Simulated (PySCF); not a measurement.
Species: methylidyne cation CH+, CH (charge +1 and singlet state).
Numbering: `[CH+:1]` (hydrogens: H2 on C1)

Computed with PySCF at PBE0/pcSseg-1 and B3LYP/def2-SVPD, non-relativistic, on one gas-phase PBE0-D3(BJ)/def2-SVP geometry that isn't relaxed in the solvent. The solvent is an IEF-PCM continuum (cavity from Bondi-type radii × 1.2). Specific hydrogen bonds and non-electrostatic terms are outside this model.

Gas phase at PBE0/pcSseg-1: HOMO -19.80 eV, LUMO -14.43 eV.

**Question.** What does the continuum do to the energy and the frontier levels at PBE0/pcSseg-1 in cyclohexane and methanol?

**Answer.** 
```json
{"solvent": "cyclohexane", "ε": "2.017", "E(solvent) − E(gas) (kcal/mol)": "-42.24", "polarisation term (kcal/mol)": "-42.30", "distortion of the solute (kcal/mol)": "0.06", "HOMO (eV)": "-16.31", "LUMO (eV)": "-10.90"}
{"solvent": "methanol", "ε": "32.61", "E(solvent) − E(gas) (kcal/mol)": "-81.93", "polarisation term (kcal/mol)": "-82.28", "distortion of the solute (kcal/mol)": "0.35", "HOMO (eV)": "-13.12", "LUMO (eV)": "-7.63"}
```

Polarisation term: ½ Σ q·V over the induced surface charges. Distortion: the rise of the solute's own energy as its density leaves the gas-phase optimum. From cyclohexane to methanol the lowering changes by a factor 1.94, Born's factor 1 − 1/ε by 1.92 and ε itself by 16.2.

**Question.** Which radius a makes Born's formula ΔE = −(q²/2a)(1 − 1/ε) give the value in methanol?

**Answer.** a = q²(1 − 1/ε)/(2|ΔE|) = 1.96 Å, with q = +1 e and |ΔE| = 0.1306 Eh; the farthest nucleus lies 0.57 Å from the centroid of the nuclei. The formula assumes a point charge at the centre of a sphere.

**Question.** Which Hirshfeld charges (PBE0/pcSseg-1) respond most in cyclohexane (means over atoms taken as equivalent)?

**Answer.** 
```tsv
atoms	environment	gas (e)	solvent (e)	change
C1	carbon bonded to H	+0.790	+0.784	-0.006
H2	hydrogen on carbon	+0.210	+0.216	+0.006
```

Gas phase at B3LYP/def2-SVPD: HOMO -19.62 eV, LUMO -14.93 eV.

**Question.** What does the continuum do to the energy and the frontier levels at B3LYP/def2-SVPD in cyclohexane?

**Answer.** 
```csv
solvent,ε,E(solvent) − E(gas) (kcal/mol),polarisation term (kcal/mol),distortion of the solute (kcal/mol),HOMO (eV),LUMO (eV)
cyclohexane,2.017,-42.18,-42.25,0.07,-16.13,-11.39
```

**Question.** How does the static polarisability (B3LYP/def2-SVPD, frozen core, with the continuum's full static response) change?

**Answer.** 
| medium | isotropic (au) | principal values (au) | ⟨r²⟩ of the electrons (bohr²) |
| --- | --- | --- | --- |
| gas | 7.9 | 7.6, 7.6, 8.4 | 13.2 |
| cyclohexane | 8.3 | 8.0, 8.0, 8.9 | 13.2 |

The isotropic value in cyclohexane is 1.06 times the gas-phase one; no cavity-field correction is applied. ⟨r²⟩ is taken about the centre of nuclear charge.
